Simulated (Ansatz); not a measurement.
# A ladder of methods for BNH2O (SMILES BN=O)

BNH2O has 5 atoms, charge 0, and is taken as a singlet. SMILES: `BN=O`. The shape is that of a GFN2-xTB optimisation.

| atom | x (Å) | y (Å) | z (Å) |
| --- | --- | --- | --- |
| B | -0.3033 | 0.3847 | -0.2065 |
| N | 0.4352 | -0.5521 | 0.2969 |
| O | 1.1137 | -1.4154 | 0.7602 |
| H | -1.1589 | 0.0919 | -0.9415 |
| H | -0.0867 | 1.4908 | 0.0908 |

Quantity: the energy change with the B1–N2 bond stretched from 1.295 to 1.618 Å, in eV. The values are calculated.

| level | kind | program | value (eV) | less FCI/STO-3G | CPU time (all runs) |
| --- | --- | --- | --- | --- | --- |
| revPBE/STO-3G (restricted) | GGA | Ansatz | 1.02 | -0.01 | 1.8 s |
| r2SCAN/STO-3G (restricted) | meta-GGA | Ansatz | 1.21 | +0.18 | 4.3 s |
| PBE0/STO-3G (restricted) | global hybrid | Ansatz | 1.27 | +0.24 | 1.9 s |
| wB97M-V/STO-3G (restricted) | range-separated hybrid | Ansatz | 1.23 | +0.20 | 32 s |
| B2PLYP/STO-3G (restricted) | double hybrid | Ansatz | 1.16 | +0.13 | 2.7 s |
| RPA@PBE/STO-3G (restricted) | RPA | Ansatz | 0.74 | -0.29 | 2.7 s |
| MP2/STO-3G (restricted) | perturbation theory | Ansatz | 1.30 | +0.27 | 0.2 s |
| CCSD(T)/STO-3G (restricted) | coupled cluster or CI | Ansatz | 1.01 | -0.02 | 0.3 s |
| CCSDT(Q)/STO-3G (restricted) | coupled cluster or CI | Ansatz | 1.02 | -0.01 | 1 s |
| FCI/STO-3G | exact in the basis | Ansatz | 1.03 | 0.00 | 2.7 min |

FCI/STO-3G is exact within its basis and frozen core, so for wave-function methods in that basis the difference is their error; functionals converge differently with the basis, so for them it is only a difference. The first shape isn't each level's own minimum. The values span 0.74 to 1.30 eV. All rows use very small basis sets, so none should be taken for the real molecule's value. Times are those of the runs behind each value, whatever else they computed, on shared processors of several kinds: orders of magnitude only.
